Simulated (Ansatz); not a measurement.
Geometry optimisation, Ansatz, RKS PBE-D4/6-31G.

input.yaml

```yaml
crystal:
  periodic: [false, false, false]
  atoms:
    - { symbol: Si, position_ang: [0.0, 0.0, 0.0] }
    - { symbol: H, position_ang: [0.0, 0.0, 1.46] }
    - { symbol: O, position_ang: [1.5842, 0.0, -0.5594] }
    - { symbol: H, position_ang: [1.9006, -0.9521, -0.6761] }
    - { symbol: O, position_ang: [-0.7913, 1.3709, -0.5594] }
    - { symbol: H, position_ang: [-1.7491, 1.1401, -0.7818] }
    - { symbol: H, position_ang: [-0.6877, -1.1914, -0.4862] }
basis:
  gaussian: { orbitals: "6-31G" }
hamiltonian:
  xc: pbe
  dispersion: d4
relax:
  f_tol: 0.02
  max_steps: 40
output:
  orbitals: {}
```

Command:

```bash
$ ansatz run input.yaml --threads 1 --pin off --max-ram 2048MiB --backend cpu --events-out ev --progress --plain --runs-dir out
```

Problem. Where does it end, and by what steps?

Solution. The run converged. Limits of this set-up: no polarisation functions. After 8 steps the energy has fallen by 0.593 eV; H4 moved furthest, 0.72 Å.

```json
{"step": "0", "energy less start (eV)": "0.0000", "largest force component (eV/Å)": "2.107", "accepted": "yes"}
{"step": "1", "energy less start (eV)": "-0.2754", "largest force component (eV/Å)": "1.262", "accepted": "yes"}
{"step": "2", "energy less start (eV)": "-0.3915", "largest force component (eV/Å)": "0.818", "accepted": "yes"}
{"step": "3", "energy less start (eV)": "-0.4947", "largest force component (eV/Å)": "0.456", "accepted": "yes"}
{"step": "4", "energy less start (eV)": "-0.5769", "largest force component (eV/Å)": "0.170", "accepted": "yes"}
{"step": "5", "energy less start (eV)": "-0.5917", "largest force component (eV/Å)": "0.066", "accepted": "yes"}
{"step": "6", "energy less start (eV)": "-0.5930", "largest force component (eV/Å)": "0.025", "accepted": "yes"}
{"step": "7", "energy less start (eV)": "-0.5930", "largest force component (eV/Å)": "0.028", "accepted": "yes"}
{"step": "8", "energy less start (eV)": "-0.5930", "largest force component (eV/Å)": "0.002", "accepted": "yes"}
```

```xyz
7
Properties=species:S:1:pos:R:3
Si -0.076 -0.130 0.192
H 0.016 0.075 1.669
O 1.580 -0.216 -0.331
H 1.817 -0.504 -1.238
O -0.968 1.250 -0.374
H -1.310 1.299 -1.293
H -0.802 -1.405 -0.229
```

Whether the end is a true minimum wasn't checked by a vibrational analysis.

Run time: 11 s on 1 thread of Arm Neoverse V2, on a shared host, peak memory 0.1 GiB.
